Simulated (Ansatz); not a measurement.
**Forces away from equilibrium**

H3SO (SMILES O[SH2+]) (charge +1), closed shell, displaced at random from a GFN2-xTB minimum.

```xyz
5
angstrom
O 0.3585 -0.8122 0.2796
S -0.4944 0.5202 -0.0124
H -0.0180 -1.3339 1.0628
H -0.4728 0.3961 -1.3530
H 0.5742 1.4065 0.0088
```

Program: Ansatz 0.2.0. Basis: def2-TZVPP. Cores are frozen in the correlated methods.

CCSD(T) forces from the calculation:
```
atom      Fx      Fy  Fz (eV/Å)
  O1  -0.712  -0.958      1.430
  S2   1.153   0.043      0.090
  H3   0.504   1.049     -1.353
  H4  -0.159   0.192     -0.127
  H5  -0.786  -0.327     -0.039
```

Root-mean-square difference of the force components from those of CCSD(T): PBE0-D4 0.177; wB97M-V 0.119; r2SCAN-D4 0.130; PBE-D4 0.321; r2SCANh-D4 0.134; SPW92 0.425 eV/Å.

The T1 diagnostic stays at or below 0.014. These are differences at one structure, and CCSD(T) in triple zeta is itself an approximation.

For scale, one of the runs: CCSD(T)/def2-TZVPP forces, 115 basis functions (an equivalent command: `ansatz run in.yaml --threads 4`). The run took 9.5 s on 4 CPU threads (shared host), with 0.75 GiB of host memory at its peak.
